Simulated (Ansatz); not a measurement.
Compare A (`C=CCOC=C`) with its isomer B (`C#CCOCC`).

Isolated molecules relaxed with PBE0-D4/def2-TZVP in Ansatz; ΔE leaves out vibrations. CCSD(T)/CBS adds triple-zeta CCSD(T) − MP2 to the extrapolated MP2 energy (def2 sets, frozen cores). DFT in def2-TZVPP. One conformer a species, not always the lowest.

Q: Which is lower in electronic energy at CCSD(T)/CBS, and by how much? (An estimate is asked.)

A: The calculation gave: A, by 62.8 kJ/mol.

Q: Give E(B) − E(A) in kJ/mol with LDA (SPW92), PBE0-D4, MP2/def2-TZVPP, ωB97M-V, B2PLYP, PBE-D4, CCSD/def2-TZVPP. (An estimate is asked.)

A: The calculation gave: LDA (SPW92) 81.0, PBE0-D4 72.8, MP2/def2-TZVPP 51.1, ωB97M-V 66.2, B2PLYP 63.2, PBE-D4 76.0, CCSD/def2-TZVPP 60.6. None reverses the order clearly.

Q: Does the order hold for the free energy at 298.15 K (harmonic terms from PBE0-D4)? (Estimate.)

A: Ansatz gave: Yes: G(B) − G(A) = +59.7 kJ/mol, for one conformer each.

Largest T1 diagnostic: 0.012.

From BLYP to BHLYP (50 % exact exchange), in def2-TZVPP and without D4, E(B) − E(A) moves by −3.7 kJ/mol. Leaving LDA and LC-ωPBE aside and taking each functional with its dispersion term where it has one, the values, not all of them listed here, spread over 14.4 kJ/mol, from PBE-QIDH to revPBE-D4. LDA lies +5.9 kJ/mol from PBE without D4.
